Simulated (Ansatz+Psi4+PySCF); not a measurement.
The numbers below are computed, except where a source is named.
A run of Psi4 1.11 on doublet H4O2(+) in separate pieces at this shape:

```json
{"atom": "O", "x (Å)": "0.1193", "y (Å)": "0.0000", "z (Å)": "-4.0000"}
{"atom": "H", "x (Å)": "-0.4770", "y (Å)": "0.7632", "z (Å)": "-4.0000"}
{"atom": "H", "x (Å)": "-0.4770", "y (Å)": "-0.7632", "z (Å)": "-4.0000"}
{"atom": "O", "x (Å)": "-0.1193", "y (Å)": "0.0000", "z (Å)": "4.0000"}
{"atom": "H", "x (Å)": "0.4770", "y (Å)": "-0.7632", "z (Å)": "4.0000"}
{"atom": "H", "x (Å)": "0.4770", "y (Å)": "0.7632", "z (Å)": "4.0000"}
```

Its results:

```
Converged                                                          : yes
Total energy                                                       : -151.65634 hartree
Spin squared of the determinant                                    : 0.750
Occupied orbitals by symmetry in an Abelian subgroup (alpha; beta) : 4 Ag 1 Bg 1 Au 4 Bu; 4 Ag 1 Bg 1 Au 3 Bu
```

(1) Which input gives this output? Name the method, the orbitals and the basis set, and write the input.

## Answers

(1) ROHF in cc-pVTZ.

```
molecule {
1 2
O 0.119260 0.000000 -4.000000
H -0.477050 0.763240 -4.000000
H -0.477050 -0.763240 -4.000000
O -0.119260 0.000000 4.000000
H 0.477050 -0.763240 4.000000
H 0.477050 0.763240 4.000000
}

set basis cc-pVTZ
set reference rohf
set scf_type pk
energy('scf')
```

This is not the lowest solution: another run reaches a determinant 1.42 eV lower. Caution: an unrestricted determinant lies well below.
